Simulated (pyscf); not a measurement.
Thermochemistry of product channels of Cl–Si•(Cl)–Cl + silylene (SiH₂) [singlet] on the doublet surface, in eV, from ωB97M-D3(BJ)/def2-TZVP energies (ideal gas, 1 atm, RRHO with modes under 100 cm⁻¹ raised to 100, one conformer, R ln 2 for chiral ones without a mode under 150 cm⁻¹). Single points on ωB97X-D3(BJ)/def2-SVP structures (PySCF, gas phase).

```
products                ΔE  ΔH(298 K)  ΔG(600 K)  ΔG(1200 K)
-------------------  -----  ---------  ---------  ----------
•H₂Si–Si(Cl)(Cl)–Cl  -2.49      -2.39      -1.52       -0.72
Cl–SiH₂–Si•(Cl)–Cl   -2.44      -2.31      -1.40       -0.56
```

These are energies of the channels, which say nothing of barriers.
